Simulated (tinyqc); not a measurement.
Inside a calculation. Method: extended Hueckel theory, for H2S. One step of it, computed by the program tinyqc.

Question. Wolfsberg-Helmholz matrix. H_ij = K' S_ij (H_ii + H_jj)/2 for i != j (the diagonal keeps H_ii), with K' = 1.75.

overlap S, order 1S 3s, 1S 3px, 1S 3py, 1S 3pz, 2H 1s, 3H 1s:
$$\begin{pmatrix}
1.000000 & 0.000000 & 0.000000 & 0.000000 & 0.418811 & 0.418811 \\
0.000000 & 1.000000 & 0.000000 & 0.000000 & 0.000000 & 0.000000 \\
0.000000 & 0.000000 & 1.000000 & 0.000000 & 0.392580 & -0.392580 \\
0.000000 & 0.000000 & 0.000000 & 1.000000 & 0.334374 & 0.334374 \\
0.418811 & 0.000000 & 0.392580 & 0.334374 & 1.000000 & 0.121054 \\
0.418811 & 0.000000 & -0.392580 & 0.334374 & 0.121054 & 1.000000
\end{pmatrix}$$

diagonal H_ii (eV): 1S 3s -20.000000, 1S 3px -13.300000, 1S 3py -13.300000, 1S 3pz -13.300000, 2H 1s -13.600000, 3H 1s -13.600000

K = 1.750000

Give: H.

Answer.

H (eV), order 1S 3s, 1S 3px, 1S 3py, 1S 3pz, 2H 1s, 3H 1s:
$$\begin{pmatrix}
-20.0000 & 0.0000 & 0.0000 & 0.0000 & -12.3131 & -12.3131 \\
0.0000 & -13.3000 & 0.0000 & 0.0000 & 0.0000 & 0.0000 \\
0.0000 & 0.0000 & -13.3000 & 0.0000 & -9.2404 & 9.2404 \\
0.0000 & 0.0000 & 0.0000 & -13.3000 & -7.8703 & -7.8703 \\
-12.3131 & 0.0000 & -9.2404 & -7.8703 & -13.6000 & -2.8811 \\
-12.3131 & 0.0000 & 9.2404 & -7.8703 & -2.8811 & -13.6000
\end{pmatrix}$$
